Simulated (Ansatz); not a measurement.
Species: CH₅N, charge 0, singlet. CH5N (SMILES CN).
B3LYP-D3(BJ)/def2-TZVP minimum from Ansatz (a quantum-chemistry and plane-wave program):
```xyz
7

C      0.0542     0.7048     0.0003
N      0.0439    -0.7575     0.0005
H     -0.9369     1.1793    -0.0070
H     -0.4495    -1.1127     0.8106
H     -0.4377    -1.1131    -0.8166
H      0.5892     1.0603     0.8824
H      0.6020     1.0600    -0.8741
```

Hartree-Fock and MP2 correlation energies in hartree (Ansatz). Radicals and triplets start from unrestricted determinants; spin-orbit coupling is neglected. Correlated methods leave the cores frozen. No relativity.

```json
[
 {"basis": "cc-pVTZ", "X": "3", "E(HF)": "-95.25314", "E(corr, MP2)": "-0.40441"},
 {"basis": "cc-pVQZ", "X": "4", "E(HF)": "-95.26063", "E(corr, MP2)": "-0.43120"},
 {"basis": "cc-pV5Z", "X": "5", "E(HF)": "-95.26271", "E(corr, MP2)": "withheld"}
]
```

**Question.** Fit E(corr) = E∞ + A/X³ to X = 3 and 4, predict X = 5, and compare with the run.

**Answer.** A = (-0.40441 - (-0.43120))/(1/27 - 1/64) = 1.2512; E∞ = -0.43120 - A/64 = -0.45075; at X = 5, E∞ + A/125 = -0.44074. The run gave -0.44146, 0.72 mEh below the prediction. The same form on X = 4 and 5 gives E∞ = -0.45222, 1.48 mEh below the first estimate.
